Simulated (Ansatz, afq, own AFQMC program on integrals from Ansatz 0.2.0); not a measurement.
GeH$_{3}$F, singlet in cc-pVDZ, levels against AFQMC with the constraint released

```xyz
5

Ge   -0.3359   -0.0024    0.0015
F     1.4060    0.0101   -0.0065
H    -0.7753    1.4665    0.0045
H    -0.7537   -0.7422    1.2778
H    -0.7654   -0.7406   -1.2717
```

Connectivity, by distances: GeH3–F.

Basis cc-pVDZ. Noble-gas cores (and the filled d shells of Ga–Kr and In–Xe) are frozen. Ansatz 0.2.0 and our own AFQMC program on the same integrals; the CISD trial comes from CCSD amplitudes, and released means the phaseless constraint is let go. Free AFQMC starts from the CCSD state and is never constrained. Its projection time is finite, and what remains of the start isn't in its error. Uncertainties: one standard error, sampling alone. No spin–orbit coupling.

Determinant: RHF, the one that the program's search chose, which needn't be the lowest solution. The geometry is a PBE0/def2-TZVP stationary point of this or a neighbouring charge and spin state.

No full CI on the walks' own integrals is used here. The released AFQMC energy serves as the reference, which it does only where one determinant dominates, the energy is flat over the last release times and near the phaseless one (40 meV or 2 meV an electron, half that with transition metals). On small molecules, where full CI could be run and the noise was under 10 meV, such values lay within 10 meV of it in 19 cases of 20, a flattering rate, since the rule was set on those same cases; what remains of the bias isn't in the error bar.

Cautions: no relativity below Rb; no spin-orbit coupling; inner d shell frozen; the released value is read at 2.40 1/Eh with a noise of 17 meV, more than in the cases checked (meV from the phaseless value at times in 1/Eh: -6 ± 12 at 0.24, 15 ± 10 at 0.51, -4 ± 10 at 0.99, -16 ± 16 at 1.62, -5 ± 17 at 2.40).

- T1 diagnostic: 0.0121
- weight of the determinant in the CISD state: 0.900
- size of the correlated space: 14 electrons in 41 orbitals

| level | correlation energy (eV) |
| --- | --- |
| MP2 | -7.9434 |
| CCSD | -8.5797 |
| CCSD(T) | -8.7149 |

(1) Estimate where free-projection AFQMC lies against CCSD(T) on the same integrals.

(1) 42.5 ± 28.4 meV below CCSD(T). The gap is under twice the noise, so this walk alone can't tell the two apart.

Reference: AFQMC with the constraint released, correlation energy -8.746 ± 0.017 eV.

| level | E − E(reference) (meV) | share of correlation (%) |
| --- | --- | --- |
| CCSD(T) | 31.3 ± 17.1 | 99.64 |
| ph-AFQMC/HF | -120.0 ± 87.6 | 101.37 |
| ph-AFQMC/CISD | 5.5 ± 21.4 | 99.94 |
| free AFQMC | -11.2 ± 33.2 | 100.13 |

Free projections are given only where their last times agree within the noise and don't stop above the reference; a slow remainder of the start can still hide under it. A walk keeps the symmetry of its determinant, which the program's search chose and which needn't be the lowest solution, so a lower state of the same spin and another symmetry isn't excluded. Released energies are given only where the last usable release times agree within the noise; a slower fall can still hide under it.
